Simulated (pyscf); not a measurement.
Single points on ωB97X-D3(BJ)/def2-SVP structures (PySCF, gas phase). MP2 and CC: frozen core, UHF for open shells. ΔMP2 is the change of the MP2 total energy from the triple- to the quadruple-zeta basis.

SMILES: [AlH]([F])[F]
```xyz
4

F      1.1739     1.7275    -0.8365
Al     0.2852     0.4184    -0.3417
F      0.4624    -0.0737     1.2315
H     -0.6809    -0.3200    -1.3185
```
Charge 0, spin multiplicity 1.

What is the homolytic dissociation enthalpy (298 K, CCSD(T)/def2-TZVPP + ΔMP2(QZVPP)) of the Al–H bond of F–AlH–F (SMILES [F][AlH][F]), to [F–Al–F]• + H•?

Al–H to [F–Al–F]• + H•: 3.74 eV. The radicals are drawn with the spin at the cut bond; how far it spreads was not checked. The CCSD(T) − MP2 part came from Ansatz, without density fitting, on the same reference.
